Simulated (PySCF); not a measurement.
# Electronic absorption of 1-phosphapropyne

Species: 1-phosphapropyne, C₂H₃P.
Geometry (GFN2-xTB, Å), atoms numbered from 1 in this order:
```xyz
6
C2H3P angstrom
C     -0.5483   -0.0044    0.0028
C      0.8920    0.0081   -0.0140
P      2.4434    0.0220   -0.0320
H     -0.9334   -0.5423   -0.8658
H     -0.9132   -0.4968    0.9064
H     -0.9374    1.0155   -0.0190
```

Theory: TDDFT CAM-B3LYP/def2-SVPD, vertical, gas phase, core orbitals frozen in the response (PySCF).

```tsv
state	E (eV)	λ (nm)	f	symmetry	main configurations (H = HOMO, L = LUMO)
S1	4.27	290.2	0.0000	–	H-1/H→L/L+1 (99%)
S2	4.63	267.7	0.0003	–	H-1/H→L/L+1 (99%)
S3	4.63	267.7	0.0003	–	H-1/H→L/L+1 (99%)
S4	6.92	179.1	0.024	E	H-1/H→L+2 (≥92%)
S5	6.92	179.1	0.024	E	H-1/H→L+2 (≥92%)
S6	7.51	165.1	0.028	E	H-2→L/L+1 (≥92%)
S7	7.51	165.1	0.028	E	H-2→L/L+1 (≥92%)
S8	7.62	162.6	0.896	A1	H-1/H→L/L+1 (≥91%)
```

Triplets, Tamm–Dancoff:

```
state  E (eV)  λ (nm)  main configurations (H = HOMO, L = LUMO)
   T1    3.29   377.2                        H-1/H→L/L+1 (≥97%)
   T2    3.71   333.9                        H-1/H→L/L+1 (≥87%)
   T3    3.71   333.9                        H-1/H→L/L+1 (≥87%)
```

The lowest singlet lies at 4.27 eV (290 nm, ultraviolet) and is dark (f under 0.0005); its leading configuration is HOMO-1/HOMO→LUMO/LUMO+1 (99%). The strongest level in the table is S8 at 7.62 eV (163 nm, f = 0.896). It is the last of those listed, so stronger ones may follow. S2/S3, S4/S5 and S6/S7 lie within about 0.01 eV of each other in each set; the point group C3v has degenerate representations, and within a degenerate level the listed configurations can mix freely. Löwdin shares by element: HOMO (one of a set within 0.03 eV) carbon 53%, phosphorus 42%; LUMO (one of a set within 0.03 eV) phosphorus 53%, carbon 40%, hydrogen 4% or more. The oscillator strengths of these states sum to 1.001; summed over the whole spectrum of an exact calculation they would give the number of electrons, 30 (Thomas–Reiche–Kuhn). The listed states span 3.35 eV, and the widest gap between neighbours is 2.29 eV (S3 to S4). Weighted by f, the mean energy of these states is 7.58 eV. Symmetry labels in C3v follow from the direction of the transition dipole and are given only for states with f of 0.002 or more. Orbitals of the list HOMO-3 to LUMO+2 that lie within 0.01 eV of each other are written together with a slash and their weights summed (≥ marks a lower bound); for degenerate orbitals outside that list single weights are arbitrary. The window holds the lowest 8 singlets.
